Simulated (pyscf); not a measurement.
A first-order saddle from PySCF, ωB97X-D3(BJ)/def2-SVP:

```xyz
8

O      0.1278     0.8656    -0.1027
Zr    -1.5241    -0.3284    -0.3841
Cl    -1.2744    -2.6209    -0.7009
Cl    -3.4214     0.5521    -1.4043
Cl    -2.0700    -0.1978     1.8827
H      0.5991     1.3386     0.5890
F     -0.2545     0.1309    -2.1425
H      0.2744     0.6735    -1.3585
```
Charge 0, spin multiplicity 1.

Surface: singlet, charge 0. Lowest wavenumbers (cm⁻¹): 475i, 52, 91, 112, 123.

Name the species on either side of this saddle.

HO–Zr(Cl)(Cl)–Cl + hydrogen fluoride (HF) <-> water (H₂O) + F–Zr(Cl)(Cl)–Cl, a four-centre exchange read from left to right: O–Zr, F–H broken and H–O, F–Zr formed. At ωB97M-D3(BJ)/def2-TZVP it lies -21.4 kJ/mol from the left side and +13.7 kJ/mol from the right (each side as separated species at their lowest minima found). On the reactant side the descent ends in an adduct with a F–Zr contact, 35.6 kJ/mol under the separated species and 8.8 kJ/mol under the saddle at ωB97X-D3(BJ)/def2-TZVP. On the product side the descent ends in an adduct with a O–Zr contact (not fully relaxed), 80.1 kJ/mol under the separated species and 87.1 kJ/mol under the saddle at ωB97X-D3(BJ)/def2-TZVP. At ωB97M-D3(BJ) the saddle lies under the separated reactants, which points to a path from their complex (located at ωB97X-D3(BJ) alone). What is counted as formed (F–Zr) is already present as a longer contact in the reactant adduct; forming that adduct is a step of its own. What is counted as broken (O–Zr) persists as a longer contact in the product adduct; parting that adduct is a step of its own. This is the saddle that the search found; another between the same sides may lie lower. Elements past Kr carry the def2 core potentials, without spin-orbit coupling.
